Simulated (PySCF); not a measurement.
System (SMILES): P#P (P2).
Geometry (B3LYP-D3(BJ)/def2-TZVP, fixed):
```xyz
2

P      0.0000     0.0000    -0.9447
P      0.0000     0.0000     0.9447
```
Charge 0, spin multiplicity 1.

How fast the mean static polarisability converges with the basis for several methods (PySCF): deviation from each method's own reference, in %. References: HF 51.02 bohr³, the value in aug-pcseg-3; PBE 50.65 bohr³, the value in aug-pcseg-3; PBE0 49.94 bohr³, the value in aug-pcseg-3. All functions are spherical. Density fitting with generated auxiliary sets. No added dispersion term, no relativity. 

```tsv
basis	functions	HF	PBE	PBE0
STO-3G	18	-69.2	-70.5	-69.7
6-311G**	52	-25.7	-26.4	-25.7
aug-pcseg-1	54	-1.0	-1.8	-1.3
6-311++G(2d,2p)	70	-12.0	-12.0	-11.8
cc-pV(T+d)Z	78	-17.3	-17.3	-16.3
def2-TZVPPD	96	-1.9	-2.5	-1.8
jun-cc-pV(T+d)Z	96	-0.4	-0.4	-0.2
cc-pV(5+d)Z	200	-6.1	-6.2	-5.5
```

Mean absolute deviation over 6-311G**, 6-311++G(2d,2p), cc-pV(T+d)Z, def2-TZVPPD, jun-cc-pV(T+d)Z: PBE0 11.2, HF 11.4, PBE 11.7 %.
